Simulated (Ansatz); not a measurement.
Results of PBE0 (Ansatz, a program for electronic structure, PAW) for PbO (Pbcm, No. 57).

Run with plane-wave cutoff 460 eV, 6×4×4 k mesh (along the axes of the cell as run), Fermi–Dirac smearing 0.01 eV, scalar-relativistic PAW data made under PBE.

Cell (measured lattice):

```
PbO
1.0
    4.77500     0.00000     0.00000
    0.00000     5.48900     0.00000
    0.00000     0.00000     5.89100
Pb O
4 4
Direct
  0.25000   0.97920   0.23090
  0.75000   0.02080   0.76910
  0.75000   0.52080   0.23090
  0.25000   0.47920   0.76910
  0.25000   0.08860   0.86910
  0.75000   0.91140   0.13090
  0.75000   0.41140   0.86910
  0.25000   0.58860   0.13090
```

Task: Give the computed band gap, smallest direct gap on the k points sampled and direct gap at Γ.

Result: 
- band gap = 3.57 eV
- smallest direct gap on the k points sampled = 4.03 eV
- direct gap at Γ = 4.72 eV

Note: cell and atoms aren't relaxed at this level (largest force component 0.22 eV/Å, pressure 1.4 GPa).

Spin–orbit coupling is not included; with these elements it can move the gap by several tenths of an eV or more.

Static lattice: no zero-point or thermal effects.

It cost very roughly 16 core-minutes of CPU time.
